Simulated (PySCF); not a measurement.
Molecule: SMILES P#CC, C₂H₃P.

Numbering as in the mapped SMILES `[CH3:1][C:2]#[P:3]`. Hydrogens are named by the atom that carries them.

Geometry PBE0-D3(BJ)/def2-SVP throughout; GIAO in PySCF 2.14, gas phase, one conformer, non-relativistic; equivalent atoms averaged; functional PBE0.

Q: How do the shifts δ (against TMS, H3PO4 at the same level) depend on the basis set? (ppm; last column core-seconds on 1 thread of an Arm Neoverse V1, shared host)

A: 
```csv
basis set,functions,C2,C1,P3,H(C1),core-s
pcSseg-0,37,189.3,17.1,-65.6,2.36,1.9
cc-pVDZ,61,170.2,16.0,-17.9,2.17,2.9
aug-cc-pVDZ,100,169.4,15.6,-34.8,2.36,4.6
cc-pVTZ,136,178.1,15.4,-43.8,2.21,8.8
IGLO-III,144,181.9,15.4,-50.2,2.24,7.8
pcSseg-3,319,184.8,16.0,-56.2,2.24,44
```

Q: Which nucleus moves most, in ppm?

A: P3 (phosphorus bonded to C): from -65.6 ppm with pcSseg-0 to -17.9 ppm with cc-pVDZ. The smallest spread is 0.19 ppm, at H(C1). Proton shifts span only some 12 ppm, so a few tenths of a ppm matter as much there as several ppm in carbon.

Q: Taking the largest basis, pcSseg-3 (319 functions), as the yardstick, rank the others by their worst heavy-atom deviation.

A: IGLO-III 6.0 ppm (144 functions), pcSseg-0 9.4 ppm (37 functions), cc-pVTZ 12.4 ppm (136 functions), aug-cc-pVDZ 21.4 ppm (100 functions), cc-pVDZ 38.3 ppm (61 functions).

A small basis that lands close on one nucleus may do so by chance; judge by the trend and by all nuclei.
